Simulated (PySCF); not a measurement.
PySCF job for C2H6O, SMILES COC, TDDFT-PBE/def2-SVPD. Coordinates come from a PBE0-D3(BJ)/def2-TZVP optimisation.

```python
import numpy as np
from pyscf import gto, scf, dft, tdscf

mol = gto.M(
    atom='''
    C     1.16005635   -0.00000000   -0.19370360
    O     0.00000000    0.00000000    0.58817087
    C    -1.16005635   -0.00000000   -0.19370360
    H     1.21399846    0.89071488   -0.83633434
    H     1.21399846   -0.89071488   -0.83633434
    H     2.01550849    0.00000000    0.48220678
    H    -1.21399847    0.89071488   -0.83633434
    H    -2.01550849    0.00000000    0.48220679
    H    -1.21399847   -0.89071488   -0.83633433
    ''',
    basis='def2-SVPD',
    charge=0,
    spin=0,
    symmetry=True,
    max_memory=1600,
    verbose=4,
)
mf = dft.RKS(mol, xc='pbe').density_fit(auxbasis='def2-universal-jkfit')
mf.grids.level = 3
mf.conv_tol = 1e-9
mf.max_cycle = 100
mf.kernel()
mf.grids = dft.Grids(mol).set(level=1).build(with_non0tab=True)  # coarser grid for the response kernel
td = tdscf.TDDFT(mf)
td.singlet = True
td.nstates = 10
td.conv_tol = 1e-4
td.positive_eig_threshold = 1e-6
td.kernel(x0=td.get_init_guess(mf, 15))
td.analyze()
tt = tdscf.TDA(mf)
tt.singlet = False
tt.nstates = 4
tt.conv_tol = 1e-4
tt.positive_eig_threshold = 1e-6
tt.kernel(x0=tt.get_init_guess(mf, 9))
tt.analyze(verbose=3)
```

Log of the run:

```
PySCF version 2.14.0

[INPUT] verbose = 4
[INPUT] num. atoms = 9
[INPUT] num. electrons = 26
[INPUT] charge = 0
[INPUT] spin (= nelec alpha-beta = 2S) = 0
[INPUT] symmetry True subgroup None
[INPUT] Mole.unit = angstrom
[INPUT] Symbol           X                Y                Z      unit          X                Y                Z       unit  Magmom
[INPUT]  1 C      1.160056350000   0.000000000000  -0.193703600000 AA    2.192188790563   0.000000000000  -0.366046753342 Bohr   0.0
[INPUT]  2 O      0.000000000000   0.000000000000   0.588170870000 AA    0.000000000000   0.000000000000   1.111481858747 Bohr   0.0
[INPUT]  3 C     -1.160056350000   0.000000000000  -0.193703600000 AA   -2.192188790563   0.000000000000  -0.366046753342 Bohr   0.0
[INPUT]  4 H      1.213998460000   0.890714880000  -0.836334340000 AA    2.294124605044   1.683207178275  -1.580442851169 Bohr   0.0
[INPUT]  5 H      1.213998460000  -0.890714880000  -0.836334340000 AA    2.294124605044  -1.683207178275  -1.580442851169 Bohr   0.0
[INPUT]  6 H      2.015508490000   0.000000000000   0.482206780000 AA    3.808759047836   0.000000000000   0.911238749608 Bohr   0.0
[INPUT]  7 H     -1.213998470000   0.890714880000  -0.836334340000 AA   -2.294124623941   1.683207178275  -1.580442851169 Bohr   0.0
[INPUT]  8 H     -2.015508490000   0.000000000000   0.482206790000 AA   -3.808759047836   0.000000000000   0.911238768506 Bohr   0.0
[INPUT]  9 H     -1.213998470000  -0.890714880000  -0.836334330000 AA   -2.294124623941  -1.683207178275  -1.580442832272 Bohr   0.0

nuclear repulsion = 84.3627400671433
point group symmetry = C2v
symmetry origin: [-1.45363549e-09  0.00000000e+00 -1.45363543e-09]
symmetry axis x: [ 1.00000000e+00 -6.57341856e-19 -6.57231934e-10]
symmetry axis y: [-2.42744467e-18 -1.00000000e+00 -2.69326960e-09]
symmetry axis z: [-6.57231934e-10  2.69326961e-09 -1.00000000e+00]
num. orbitals of irrep A1 = 39
num. orbitals of irrep A2 = 18
num. orbitals of irrep B1 = 33
num. orbitals of irrep B2 = 21
number of shells = 49
number of NR pGTOs = 153
number of NR cGTOs = 111
basis = def2-SVPD
ecp = {}


[settings echo left out]
init E= -154.775320107732
HOMO (B2) = -0.325907481166153  LUMO (A1) = -0.0225013781125822  gap/eV = 8.25610
cycle= 1 E= -154.652484100592  delta_E= 0.123  |g|= 0.559  |ddm|= 3.47
HOMO (B2) = -0.0750205456325543  LUMO (A1) = 0.0202587301556214  gap/eV = 2.59268
cycle= 2 E= -154.403538744635  delta_E= 0.249  |g|= 1.23  |ddm|= 1.37
HOMO (B2) = -0.219216228085413  LUMO (A1) = 0.00807921300063619  gap/eV = 6.18502
cycle= 3 E= -154.719470984033  delta_E= -0.316  |g|= 0.109  |ddm|= 1.03
HOMO (B2) = -0.218897219286292  LUMO (A1) = 0.00335366603453702  gap/eV = 6.04775
cycle= 4 E= -154.721502992932  delta_E= -0.00203  |g|= 0.0527  |ddm|= 0.134
HOMO (B2) = -0.215967353471253  LUMO (A1) = 0.00476722895500581  gap/eV = 6.00649
cycle= 5 E= -154.722137790032  delta_E= -0.000635  |g|= 0.0101  |ddm|= 0.0534
HOMO (B2) = -0.216685795102076  LUMO (A1) = 0.00458678091405229  gap/eV = 6.02113
cycle= 6 E= -154.722162116769  delta_E= -2.43e-05  |g|= 0.000908  |ddm|= 0.0122
HOMO (B2) = -0.216693140165168  LUMO (A1) = 0.0046132370285048  gap/eV = 6.02205
cycle= 7 E= -154.722162349479  delta_E= -2.33e-07  |g|= 0.000185  |ddm|= 0.00163
HOMO (B2) = -0.216715391324452  LUMO (A1) = 0.00460370147642619  gap/eV = 6.02240
cycle= 8 E= -154.722162359076  delta_E= -9.6e-09  |g|= 1.78e-05  |ddm|= 0.000314
HOMO (B2) = -0.216720251944924  LUMO (A1) = 0.00460185733217777  gap/eV = 6.02248
cycle= 9 E= -154.722162359169  delta_E= -9.34e-11  |g|= 1.2e-06  |ddm|= 2.58e-05
HOMO (B2) = -0.216720354331747  LUMO (A1) = 0.0046017776540439  gap/eV = 6.02248
Extra cycle  E= -154.72216235917  delta_E= -6.82e-13  |g|= 7.22e-07  |ddm|= 2.63e-06
converged SCF energy = -154.72216235917
tot grids = 30376
Overwritten attributes  positive_eig_threshold  of <class 'pyscf.tdscf.rks.CasidaTDDFT'>


******** <class 'pyscf.tdscf.rks.CasidaTDDFT'> for <class 'pyscf.df.df_jk.DFSymAdaptedRKS'> ********
nstates = 10 singlet
deg_eia_thresh = 1.000e-03
wfnsym = None
conv_tol = 0.0001
eigh lindep = 1e-12
eigh level_shift = 0
eigh max_cycle = 100


Excitation energies (eV)
[6.05310918 6.86622124 7.29669221 7.69372257 7.71240729 7.86175648
 8.38121683 8.59530951 8.83627078 8.92848966]

** Singlet excitation energies and oscillator strengths **
Excited State   1:   B2      6.05311 eV    204.83 nm  f=0.0264
      13 -> 14        0.70669
Excited State   2:   A2      6.86622 eV    180.57 nm  f=0.0000
      13 -> 15       -0.70692
Excited State   3:   B2      7.29669 eV    169.92 nm  f=0.0174
      13 -> 16        0.70336
Excited State   4:   A1      7.69372 eV    161.15 nm  f=0.0135
      12 -> 14       -0.37133
      13 -> 17        0.60037
Excited State   5:   B2      7.71241 eV    160.76 nm  f=0.0214
      13 -> 18       -0.70410
Excited State   6:   A1      7.86176 eV    157.71 nm  f=0.0588
      12 -> 14       -0.59696
      13 -> 17       -0.36211
Excited State   7:   A2      8.38122 eV    147.93 nm  f=0.0000
      13 -> 19        0.70690
Excited State   8:   B1      8.59531 eV    144.25 nm  f=0.0054
      12 -> 15       -0.70443
Excited State   9:   B2      8.83627 eV    140.31 nm  f=0.0021
      13 -> 21       -0.70577
Excited State  10:   A1      8.92849 eV    138.86 nm  f=0.0243
      12 -> 16        0.62662
      13 -> 20        0.31432

** Transition electric dipole moments (AU) **
state          X           Y           Z        Dip. S.      Osc.
  1        -0.0000     -0.4222     -0.0000      0.1782      0.0264
  2        -0.0000     -0.0000     -0.0000      0.0000      0.0000
  3        -0.0000      0.3116      0.0000      0.0971      0.0174
  4         0.0000     -0.0000     -0.2674      0.0715      0.0135
  5         0.0000      0.3364     -0.0000      0.1132      0.0214
  6         0.0000      0.0000      0.5527      0.3055      0.0588
  7        -0.0000      0.0000     -0.0000      0.0000      0.0000
  8        -0.1595     -0.0000     -0.0000      0.0254      0.0054
  9         0.0000     -0.0983      0.0000      0.0097      0.0021
 10         0.0000      0.0000      0.3335      0.1113      0.0243

** Transition velocity dipole moments (imaginary part, AU) **
state          X           Y           Z        Dip. S.      Osc.
  1        -0.0000     -0.1024     -0.0000      0.0105      0.0314
  2        -0.0000      0.0000     -0.0000      0.0000      0.0000
  3         0.0000      0.0961      0.0000      0.0092      0.0230
  4        -0.0000      0.0000     -0.0726      0.0053      0.0124
  5         0.0000      0.0956     -0.0000      0.0091      0.0215
  6        -0.0000     -0.0000      0.1642      0.0270      0.0622
  7        -0.0000     -0.0000     -0.0000      0.0000      0.0000
  8        -0.0482     -0.0000      0.0000      0.0023      0.0049
  9         0.0000     -0.0373      0.0000      0.0014      0.0028
 10        -0.0000      0.0000      0.1157      0.0134      0.0272

** Transition magnetic dipole moments (imaginary part, AU) **
state          X           Y           Z
  1         0.4164      0.0000     -0.0000
  2        -0.0000      0.0000     -0.2765
  3         0.3650     -0.0000     -0.0000
  4        -0.0000      0.0000      0.0000
  5        -0.5103      0.0000      0.0000
  6         0.0000     -0.0000     -0.0000
  7        -0.0000      0.0000      0.1969
  8         0.0000      0.4456     -0.0000
  9         0.9711      0.0000      0.0000
 10        -0.0000     -0.0000      0.0000
Overwritten attributes  positive_eig_threshold  of <class 'pyscf.tdscf.rks.TDA'>


******** <class 'pyscf.tdscf.rks.TDA'> for <class 'pyscf.df.df_jk.DFSymAdaptedRKS'> ********
nstates = 4 triplet
deg_eia_thresh = 1.000e-03
wfnsym = None
conv_tol = 0.0001
eigh lindep = 1e-12
eigh level_shift = 0
eigh max_cycle = 100


Excitation energies (eV)
[5.91154328 6.76007344 6.91366035 7.50454003]

** Triplet excitation energies and oscillator strengths **
Excited State   1:   B2      5.91154 eV    209.73 nm  f=0.0000
Excited State   2:   A2      6.76007 eV    183.41 nm  f=0.0000
Excited State   3:   B2      6.91366 eV    179.33 nm  f=0.0000
Excited State   4:   A1      7.50454 eV    165.21 nm  f=0.0000
```

Self-consistency was reached.

Cost: very roughly 30 core-seconds.
